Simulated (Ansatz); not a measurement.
C2H4FNO (`NC1(F)CO1`), relaxed with RKS PBE-D4/def2-SVP in the Gaussian-basis code of Ansatz from a rough embedded geometry. The force threshold is 0.03 eV/Å; the program also tests the step.

Total charge 0; spin multiplicity 1.

Start:

```xyz
9

N    -1.348    0.397    0.136
C     0.001    0.288    0.473
F     0.249    0.275    1.802
C     1.015   -0.408   -0.312
O     0.941    1.013   -0.342
H    -1.883   -0.434    0.224
H    -1.435    0.678   -0.866
H     0.663   -0.898   -1.245
H     1.798   -0.911    0.130
```

**Question.** By how much does the energy fall, and how many steps does the optimiser take? (Best estimate.)

**Answer.** Ansatz gave: 33.29 kJ/mol, in 8 steps.

**Question.** Which bonds change most? (An estimate is asked.)

**Answer.** The calculation gave: C4–H9 from 1.030 to 1.106 Å; C2–O5 from 1.440 to 1.382 Å; C4–O5 from 1.423 to 1.465 Å; N1–H6 from 0.993 to 1.025 Å.

**Question.** Give the relaxed structure. (Best estimate.)

**Answer.** Computed: 
```xyz
9

N    -1.359    0.472    0.096
C    -0.004    0.243    0.419
F     0.142    0.213    1.781
C     1.037   -0.459   -0.362
O     0.925    0.998   -0.272
H    -1.969   -0.272    0.451
H    -1.489    0.579   -0.914
H     0.805   -0.883   -1.357
H     1.912   -0.891    0.158
```
